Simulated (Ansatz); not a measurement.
# AlFH2S: ionisation energy by level of theory

One table from this session's results is given with a row withheld; the runs are named, their logs left out.

Computed with Ansatz 0.2.0, Gaussian basis. Level: unrestricted cation, the program's frozen cores in correlated methods.

Levels to be run: UKS PBE-D4/def2-TZVPP; UKS r2SCAN-D4/def2-TZVPP; UKS PBE0-D4/def2-TZVPP; UKS B3LYP-D4/def2-TZVPP; UKS wB97X-V/def2-TZVPP; UKS wB97M-V/def2-TZVPP; UKS B2PLYP/def2-TZVPP; UHF-CCSD(T)/def2-TZVPP; UHF-MP2/def2-QZVPP; extrapolation to the limit; then −ε(HOMO) from the neutral's earlier runs with LDA (SPW92), PBE-D4, revPBE-D4, BLYP-D4, r2SCAN-D4, B97M-V, PBE0-D4, B3LYP-D4, r2SCANh-D4, r2SCAN0-D4, HSE06-D4, BHLYP-D4, CAM-B3LYP-D4, LC-ωPBE, ωB97X-V, ωB97M-V.

## The relaxed structure

An earlier PBE0-D4 in a triple-zeta def2 set relaxation fixed the geometry.

5 atoms, charge 0, spin multiplicity 1.

Atoms are counted from 1 here; the program's logs count them from 0.

Bond lengths: F1–Al2 1.645 Å, Al2–S3 2.169 Å, Al2–H4 1.569 Å, S3–H5 1.345 Å. Angles: F1–Al2–S3 116.3°, F1–Al2–H4 119.8°, S3–Al2–H4 123.9°, Al2–S3–H5 91.6°.

The first run:

The input, in.yaml:

```yaml
crystal:
  periodic: [false, false, false]
  atoms:
    - {symbol: F, position_ang: [-1.203507, -1.535789, 0.877517]}
    - {symbol: Al, position_ang: [-0.513882, -0.309052, 0.024808]}
    - {symbol: S, position_ang: [1.536104, 0.182613, 0.533468]}
    - {symbol: H, position_ang: [-1.341123, 0.430416, -1.085193]}
    - {symbol: H, position_ang: [1.572310, 1.158211, -0.392100]}
basis:
  gaussian: {orbitals: def2-TZVPP}
total_charge: 1
magnetization: {spin_polarized: true, initial_magnetization: 1}
hamiltonian: {xc: pbe, dispersion: d4}
```

Steps of the session up to this table: Cation, UKS PBE-D4/def2-TZVPP; Cation, UKS r2SCAN-D4/def2-TZVPP; Cation, UKS PBE0-D4/def2-TZVPP; Cation, UKS B3LYP-D4/def2-TZVPP; Cation, UKS wB97X-V/def2-TZVPP; Cation, UKS wB97M-V/def2-TZVPP; Cation, UKS B2PLYP (frozen core)/def2-TZVPP; Cation, UHF-CCSD(T)/def2-TZVPP; Cation, UHF-MP2/def2-QZVPP.

One table of the session follows, with a row left open; its other results are not shown here.

It belongs to the step «Ionisation energies side by side». For comparison, −ε(HOMO) of the neutral from earlier runs:

| functional | −ε(HOMO) (eV) |
| --- | --- |
| LDA (SPW92) | 7.01 |
| PBE-D4 | 6.87 |
| revPBE-D4 | ? |
| BLYP-D4 | 6.68 |
| r2SCAN-D4 | 7.16 |
| B97M-V | 7.22 |
| PBE0-D4 | 8.08 |
| B3LYP-D4 | 7.81 |
| r2SCANh-D4 | 7.61 |
| r2SCAN0-D4 | 8.27 |
| HSE06-D4 | 7.68 |
| BHLYP-D4 | 9.12 |
| CAM-B3LYP-D4 | 9.38 |
| LC-ωPBE | 10.82 |
| ωB97X-V | 10.43 |
| ωB97M-V | 10.26 |

**Question.** Estimate the row for revPBE-D4.

The run gave: −ε(HOMO) (eV): 6.82. In the column «−ε(HOMO) (eV)» it lies between BLYP-D4 (6.68) and PBE-D4 (6.87).
